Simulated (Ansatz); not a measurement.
Calculated with Ansatz (gas phase, PBE0-D4/def2-TZVP geometries, no zero-point term in ΔE). CCSD(T)/CBS is the MP2 limit (def2-TZVPP, def2-QZVPP) plus CCSD(T) − MP2 in def2-TZVPP, frozen cores. This one scheme is used for every species. Functionals use def2-TZVPP. Each species was taken in one conformer, which may not be the lowest.

`C=NC(=N)O` + CH₃OH → `C=NC(=N)OC` + H₂O  (substitution at a C–O bond)

`C=NC(=N)O`:

```xyz
9

C     1.568    0.344    0.063
N     0.510    0.462   -0.622
C    -0.678   -0.096   -0.126
N    -1.785   -0.025   -0.729
O    -0.583   -0.729    1.057
H     1.612   -0.170    1.025
H     2.484    0.781   -0.330
H    -1.659    0.486   -1.598
H    -1.470   -1.052    1.259
```

CH₃OH:

```xyz
6

C     0.146   -0.299   -0.126
O    -0.034    1.089    0.032
H     0.966   -0.437   -0.832
H    -0.744   -0.793   -0.537
H     0.419   -0.795    0.814
H    -0.754    1.235    0.649
```

`C=NC(=N)OC`:

Z-matrix (Å, degrees):
```
C
O 1 1.420
H 1 1.091 2 110.5
H 1 1.088 2 105.8 3 -119.9
H 1 1.091 2 110.5 3 120.2
C 2 1.337 1 115.8 3 -60.1
N 6 1.409 2 115.1 1 -180.0
N 6 1.264 2 122.1 1 -0.0
C 7 1.265 6 119.1 2 0.0
H 8 1.016 6 108.5 2 -180.0
H 9 1.089 7 118.0 6 180.0
H 9 1.092 7 123.7 6 0.0
```

H₂O:

```xyz
3

O    -0.215   -0.316   -0.073
H     0.266   -0.110    0.731
H    -0.051    0.426   -0.658
```

```
             level  ΔE (kJ/mol)
       LDA (SPW92)        -13.6
           BLYP-D4        -12.6
        r2SCAN0-D4        -11.6
            revPBE         -3.7
              PBE0         -7.5
           r2SCAN0        -10.2
     CCSD/def2-SVP         -7.7
CCSD(T)/def2-TZVPP        -15.2
```

What does CCSD(T)/CBS give? (An estimate is asked.)

Computed: -17.0 kJ/mol. The listed levels differ from it by 3.4, 4.4, 5.4, 13.3, 9.5, 6.8, 9.3, 1.8 kJ/mol.

Largest T1 diagnostic among the species: 0.015.

The D4 term adds −5.7 kJ/mol with B3LYP and −3.4 kJ/mol with PBE0; it sums over pairs of atoms, weighted by their polarisabilities, and B3LYP, whose exchange is more repulsive, gets the larger term. In def2-TZVPP, CCSD(T) changes the Hartree–Fock value by −10.5 kJ/mol (the triples alone add −2.0 kJ/mol) and MP2 by −13.3 kJ/mol. At CCSD(T), def2-SVP lies +7.8 kJ/mol from the extrapolated value and def2-TZVPP +1.8 kJ/mol.

B3LYP here is the variant with VWN-RPA as its local correlation; programs differ in this.
